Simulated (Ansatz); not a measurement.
System: antifluorite Mg2Ge. Method: PBE in Ansatz (PAW).

Run with plane-wave cutoff 520 eV, 20×20×20 k mesh, perturbation theory, scalar-relativistic PAW data made under PBE.

The cell has the measured lattice parameters. Conventional cell: a = 6.3849 Å, b = 6.3849 Å, c = 6.3849 Å, α = 90.00°, β = 90.00°, γ = 90.00°.

```
Mg2Ge
1.0
    0.00000     3.19245     3.19245
    3.19245     0.00000     3.19245
    3.19245     3.19245     0.00000
Mg Ge
2 1
Direct
  0.25000   0.25000   0.25000
  0.75000   0.75000   0.75000
  0.00000   0.00000   0.00000
```

Harmonic phonon frequencies (cm⁻¹; i marks an imaginary mode; at Γ without the LO shift):

| q point | frequencies |
|---|---|
| Γ | 0 0 0 215 215 215 254 254 254 |
| X | 116 116 150 154 154 163 261 261 330 |
| L | 84 84 155 218 218 219 232 232 280 |

No imaginary mode appears at these points.

Note: the cell isn't this level's own, so it is under some stress, which shifts stiffness and frequencies.

Ansatz is a quantum-chemistry and plane-wave program.
